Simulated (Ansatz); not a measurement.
| atom | x (Å) | y (Å) | z (Å) |
| --- | --- | --- | --- |
| N | -0.0103 | -0.0549 | 0.1702 |
| H | 0.9664 | 0.0333 | -0.3470 |
| H | -0.4493 | 0.8402 | -0.1732 |
| H | -0.4852 | -0.8413 | -0.1955 |

RHF on singlet NH₃ was run in several spherical basis sets with Ansatz (development build ahead of 0.2.0).

Rank the basis sets by the total energy that they give, lowest first, with the distance from the lowest.
A. def2-SVP
B. aug-cc-pVDZ
C. STO-3G
D. 6-31G
E. cc-pVDZ

B (0.00 eV), E (0.26 eV), D (1.22 eV), A (1.54 eV), C (20.40 eV).

Totals follow the description of the cores as much as that of the bonds, so this order isn't one of quality for chemistry.
